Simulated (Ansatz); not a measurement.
For hcp Cr (model structure), PBEsol in Ansatz (PAW) gives:

```
Quantity              Result
-------------------  -------
lattice parameter a  2.460 Å
lattice parameter c  4.385 Å
```

Q: What does r²SCAN (Ansatz, a quantum-chemistry and plane-wave program, PAW) give for the same quantities?

A: 
- lattice constant a: 2.460 Å (hardly moves)
- lattice parameter c: 4.462 Å (goes up by 1.8 %)

Changes are worked out from the printed values.

Unless a cell is named, each level is at its own relaxed cell (PBEsol 11.50, r²SCAN 11.69 Å³/atom).

The crystal itself was run without spin with PBEsol, r²SCAN; a magnetic state was not tried in these runs.

Ansatz's density-functional and Hartree–Fock values are scalar-relativistic unless marked +SOC, with PAW data made under PBE.

A model structure was made by putting elements into a prototype or built by hand; it is no filed structure, need not be a known phase, and can be a saddle point held by its symmetry.
